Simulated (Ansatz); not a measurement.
SiH₃, that is [SiH3]- with one electron fewer. Total charge 0; doublet. Geometry PBE0-D4/def2-TZVPD, that of the charge -1 singlet; atoms count from 1.

```tsv
atom	x (Å)	y (Å)	z (Å)
Si1	-0.308	0.348	-0.412
H2	-0.960	-0.158	0.894
H3	0.976	0.840	0.293
H4	0.291	-1.030	-0.774
```

**Question.** Estimate the Mulliken populations from the PBE0/def2-TZVPD orbitals of Ansatz.

**Answer.** 
```json
{"atom": "Si1", "charge (e)": "-0.04", "spin (α − β)": "0.86"}
{"atom": "H2", "charge (e)": "0.01", "spin (α − β)": "0.05"}
{"atom": "H3", "charge (e)": "0.01", "spin (α − β)": "0.05"}
{"atom": "H4", "charge (e)": "0.01", "spin (α − β)": "0.05"}
```
Mulliken values depend strongly on the basis. With diffuse functions, as here, like atoms can get unlike values, and bond orders can come out too low or too high.

**Question.** Where does the spin sit?

**Answer.** Summed by element: Si 0.86, H 0.14, of 1 unpaired in all. Largest on single atoms: Si1 0.86, H2 0.05, H4 0.05.
